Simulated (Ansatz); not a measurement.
**C₂H₃O₂ radical: basis-set convergence**

One table from this session's results is given with a row withheld; the runs are named, their logs left out.

The runs use Ansatz 0.2.0, Gaussian basis; one geometry, several basis sets.

Levels to be run: PBE0-D4/def2-SVP; ωB97M-V/def2-SVP; PBE0-D4/def2-QZVPP; ωB97M-V/def2-QZVPP; the functionals' def2-TZVPP values are taken from earlier runs.

**Structure used throughout**

The geometry comes from an earlier relaxation with PBE0-D4 in a triple-zeta def2 set; it is a stationary point, not always the lowest conformer.

SMILES `CO[C]=O`, 7 atoms, charge 0, spin multiplicity 2.

Atoms are counted from 1 here; the program's logs count them from 0.

Bond lengths: C1–O2 1.448 Å, C1–H5 1.090 Å, C1–H6 1.086 Å, C1–H7 1.090 Å, O2–C3 1.306 Å, C3–O4 1.183 Å. Angles: O2–C1–H5 109.7°, O2–C1–H6 105.6°, O2–C1–H7 109.7°, H5–C1–H6 110.9°, H5–C1–H7 109.9°, H6–C1–H7 110.9°, C1–O2–C3 115.6°, O2–C3–O4 131.1°.

The first run:

File in.yaml:

```yaml
crystal:
  periodic: [false, false, false]
  atoms:
    - {symbol: C, position_ang: [-0.137440, 0.706081, -0.167651]}
    - {symbol: O, position_ang: [-0.791532, -0.443965, 0.420597]}
    - {symbol: C, position_ang: [-0.071962, -1.531852, 0.481224]}
    - {symbol: O, position_ang: [1.037736, -1.750234, 0.135758]}
    - {symbol: H, position_ang: [0.148932, 0.480096, -1.194610]}
    - {symbol: H, position_ang: [-0.870370, 1.507400, -0.136920]}
    - {symbol: H, position_ang: [0.745936, 0.964372, 0.416003]}
basis:
  gaussian: {orbitals: def2-SVP}
magnetization: {spin_polarized: true, initial_magnetization: 1}
hamiltonian: {xc: pbe0, dispersion: d4}
output: {orbitals: {seedname: orbitals}}
```

Among the steps run: PBE0-D4 in def2-SVP; ωB97M-V in def2-SVP; PBE0-D4 in def2-QZVPP; ωB97M-V in def2-QZVPP.

One of the session's tables, all rows but one given; the rest of the session is left out.

It belongs to the step «Functionals by basis». 

| functional | basis | HOMO (eV) | LUMO (eV) |
| --- | --- | --- | --- |
| PBE0-D4 | def2-SVP | -6.60 | -1.89 |
| PBE0-D4 | def2-TZVPP | -6.81 | -2.19 |
| PBE0-D4 | def2-QZVPP | -6.84 | -2.24 |
| ωB97M-V | def2-SVP | ? | ? |
| ωB97M-V | def2-TZVPP | -8.92 | -0.31 |
| ωB97M-V | def2-QZVPP | -8.95 | -0.39 |

Estimate the missing values for ωB97M-V, def2-SVP.

As computed: HOMO (eV): -8.68; LUMO (eV): 0.14. In the column «HOMO (eV)» it lies between ωB97M-V, def2-TZVPP (-8.92) and PBE0-D4, def2-QZVPP (-6.84).
